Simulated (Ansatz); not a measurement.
# CH₃Si+ (SMILES C=[SiH+]): one structure at several levels

An exercise on one series of results from a longer session: the logs are not shown, and one member is left open.

Method: single points in def2-TZVPP; program: Ansatz 0.2.0, Gaussian basis.

Cores are frozen in the correlated methods. B3LYP uses VWN-RPA correlation.

### The system as given

SMILES `C=[SiH+]`, 5 atoms, charge 1, spin multiplicity 1.

Atoms are counted from 1 here; the program's logs count them from 0.

Bond lengths: C1–Si2 1.704 Å, C1–H3 1.237 Å, C1–H4 1.125 Å, Si2–H5 1.477 Å. Angles: Si2–C1–H3 128.1°, Si2–C1–H4 114.9°, H3–C1–H4 116.9°, C1–Si2–H5 173.0°.

Coordinates:

```
atom     x (Å)     y (Å)     z (Å)
  C1  -0.31930  -0.68650   0.19230
 Si2   0.46250   0.81030  -0.03410
  H3  -0.52030  -1.29100   1.25290
  H4  -0.68760  -1.17620  -0.75080
  H5   1.03230   2.12980  -0.37220
```

Set-up of the first run:

run/in.yaml

```yaml
crystal:
  periodic: [false, false, false]
  atoms:
    - {symbol: C, position_ang: [-0.319300, -0.686500, 0.192300]}
    - {symbol: Si, position_ang: [0.462500, 0.810300, -0.034100]}
    - {symbol: H, position_ang: [-0.520300, -1.291000, 1.252900]}
    - {symbol: H, position_ang: [-0.687600, -1.176200, -0.750800]}
    - {symbol: H, position_ang: [1.032300, 2.129800, -0.372200]}
basis:
  gaussian: {orbitals: def2-TZVPP}
total_charge: 1
correlation: {method: ccsd_t}
output: {forces: true}
```

No record of the launch command was kept for these runs.

Among the steps run: CCSD(T)/def2-TZVPP; PBE0-D4/def2-TZVPP; wB97M-V/def2-TZVPP; r2SCAN-D4/def2-TZVPP; PBE-D4/def2-TZVPP; B3LYP-D4/def2-TZVPP; B97M-V/def2-TZVPP.

One table of the session follows, with a row left open; its other results are not shown here.

| method | RMS force component (eV/Å) | angle to CCSD(T) forces (°) |
| --- | --- | --- |
| CCSD(T) | 1.159 | reference |
| PBE0-D4 | 1.162 | 14.2 |
| wB97M-V | ? | ? |
| r2SCAN-D4 | 1.139 | 12.6 |
| PBE-D4 | 1.075 | 11.1 |
| B3LYP-D4 | 1.141 | 11.0 |
| B97M-V | 1.192 | 11.7 |

Estimate the missing values for wB97M-V.

As computed: RMS force component (eV/Å): 1.169; angle to CCSD(T) forces (°): 16.0. In the column «RMS force component (eV/Å)» it lies between PBE0-D4 (1.162) and B97M-V (1.192).
